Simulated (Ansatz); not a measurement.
FeS2 (Pnnm, No. 58) was calculated with PBE-D3(BJ) in Ansatz (PAW).

Settings: plane-wave cutoff 500 eV, 10×8×12 k mesh (along the axes of the cell as run), Fermi–Dirac smearing 0.05 eV, no spin polarisation, scalar-relativistic PAW data made under PBE.

Computed at the level's own relaxed cell.

Task: What does this level give for the volume per atom and band gap?

Result: 
- volume per atom: 13.15 Å³/atom
- band gap: 0.93 eV (on the SCF k mesh)

Measured, for comparison: band gap 0.73 eV (temperature not stated, not corrected to a static lattice, X-ray absorption and emission, our sources range from 0.34 to 0.73; as tabulated in Ma et al. (2021), arXiv:2111.12440).

Computed values are for the static lattice.

Cost on a shared machine: roughly 2.5 core-minutes.

Ansatz is a quantum-chemistry and plane-wave program.
